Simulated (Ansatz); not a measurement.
# AlHF radical: basis-set convergence

How large a basis does AlHF radical need? Two functionals and correlated methods are run in growing sets.

Computed with Ansatz 0.2.0, Gaussian basis. Level: one geometry, several basis sets.

The runs, in order: PBE0-D4/def2-SVP; ωB97M-V/def2-SVP; PBE0-D4/def2-QZVPP; ωB97M-V/def2-QZVPP; CCSD(T)/cc-pV(D+d)Z; CCSD(T)/cc-pV(T+d)Z; CCSD(T)/cc-pV(Q+d)Z; the functionals' def2-TZVPP values are taken from earlier runs.

### 1 The relaxed structure

All runs share one geometry, relaxed beforehand with PBE0-D4 in a triple-zeta def2 set.

SMILES `[F][AlH]`, 3 atoms, charge 0, spin multiplicity 2.

Atoms are counted from 1 here; the program's logs count them from 0.

Bond lengths: F1–Al2 1.656 Å, Al2–H3 1.607 Å. Angles: F1–Al2–H3 115.5°.

### 2 PBE0-D4 in def2-SVP

in.yaml reads:

```yaml
crystal:
  periodic: [false, false, false]
  atoms:
    - {symbol: F, position_ang: [0.907071, 0.893230, 0.585636]}
    - {symbol: Al, position_ang: [-0.432539, 0.317983, -0.199538]}
    - {symbol: H, position_ang: [-0.485431, -1.276114, -0.399298]}
basis:
  gaussian: {orbitals: def2-SVP}
magnetization: {spin_polarized: true, initial_magnetization: 1}
hamiltonian: {xc: pbe0, dispersion: d4}
output: {orbitals: {seedname: orbitals}}
```

Run with:

```
> ansatz run in.yaml --threads 2 --pin off --events-out ev --progress --plain --max-ram 32768MiB --backend cpu
```

After this run come: ωB97M-V in def2-SVP; PBE0-D4 in def2-QZVPP; ωB97M-V in def2-QZVPP; CCSD(T) in cc-pV(D+d)Z; CCSD(T) in cc-pV(T+d)Z; CCSD(T) in cc-pV(Q+d)Z.

Q: Predict the results of all the runs planned. Wanted: MP2 correlation recovered, cc-pV(D+d)Z; MP2 correlation recovered, cc-pV(T+d)Z; MP2 correlation recovered, cc-pV(Q+d)Z; CCSD(T) limit from def2 sets; PBE0-D4: double and triple zeta above quadruple; ωB97M-V: double and triple zeta above quadruple.

As calculated:

```
                                                                 quantity          value
                                   MP2 correlation recovered, cc-pV(D+d)Z         65.3 %
                                   MP2 correlation recovered, cc-pV(T+d)Z         86.6 %
                                   MP2 correlation recovered, cc-pV(Q+d)Z         94.4 %
CCSD(T) limit from def2 sets (earlier runs) less the limit of this series         -1 meV
                          PBE0-D4: double and triple zeta above quadruple  6.28, 0.38 eV
                          ωB97M-V: double and triple zeta above quadruple  6.32, 0.38 eV
```

**Reading.** For PBE0-D4 the step from double to triple zeta gains 5.90 eV and the next only 0.38 eV. Correlation climbs from 65 % (cc-pV(D+d)Z) to 94 % (cc-pV(Q+d)Z) of the limit; Hartree-Fock is 0.109 eV from its own by then. A limit from the def2 sets, made apart, differs by 1 meV, a least measure of the doubt on such a limit. These are total energies; as a rule much of such shifts cancels in differences, which this series doesn't test.
